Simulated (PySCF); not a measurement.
Cartesian coordinates in Å; atom numbers follow the order of the lines, from 1:
```xyz
4

O    -0.8605   -0.8905    0.0440
C    -0.0611   -0.0263    0.0319
F     1.2489   -0.2467    0.0106
H    -0.2535    1.0651    0.0368
```

Theory: shielding tensors at PBE0/pcSseg-1 (GIAO), PBE0-D3(BJ)/def2-SVP structure, in PySCF 2.14.0 with density-fitted response routines (single conformer, relativity neglected, gas phase).

Chemical shifts δ = σref − σ; TMS for $^{13}$C (184.41 ppm) and $^{1}$H (31.27 ppm); $^{17}$O (334.56 ppm) vs H2O; $^{19}$F (177.25 ppm) vs CFCl3, all at this level.

| atoms | nucleus | count | δ (ppm) |
| --- | --- | --- | --- |
| O1 | $^{17}$O | 1 | 473.1 |
| H4 | $^{1}$H | 1 | ? |
| C2 | $^{13}$C | 1 | ? |
| F3 | $^{19}$F | 1 | 61.2 |

Question: Complete the table.

Answer: 
- C2: 156.1 ppm, carbonyl carbon
- H4: 7.66 ppm, hydrogen on a carbonyl carbon

Shifts are as computed. Against solution values, carbons near 30 ppm lie about +2 ppm off and those near 130 ppm about +5 ppm. Of 1211 compounds with measured shifts, 218 miss one by over three times the rms of a fit or turn the order of signals round; such compounds aren't used in these exercises. Unscaled 19F shifts against computed CFCl3 carry errors that often reach 10 to 50 ppm. Unscaled 17O shifts of doubly bonded oxygen tend to come out too high, by tens of ppm or more. Experimental scales use liquid or dissolved standards, which lie at an offset from isolated H2O (liquid H2O: subtract about 36 ppm).
